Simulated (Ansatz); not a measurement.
Results of LDA (Ansatz, a first-principles code, plane waves, PAW) for CdBr2 (R-3m, No. 166).

Numerical settings: plane-wave cutoff 500 eV, 12×12×12 k mesh, gaussian smearing 0.02 eV, scalar-relativistic PAW data made under PBE.

Cell (relaxed at this level):

```xyz
3
Lattice="1.9560 1.1293 6.1134 -1.9560 1.1293 6.1134 0.0000 -2.2586 6.1134" Properties=species:S:1:pos:R:3 pbc="T T T"
Cd     0.0000     0.0000     0.0000
Br     0.0000     0.0000    13.7697
Br     0.0000     0.0000     4.5705
```

Problem. Estimate the band gap that the calculation returns.

Solution. 
band gap: 2.60 eV (on the SCF k mesh)

Spin–orbit coupling is not included.

The computed numbers hold no vibrational or temperature effects.

Cost on a shared machine: roughly 70 core-seconds.
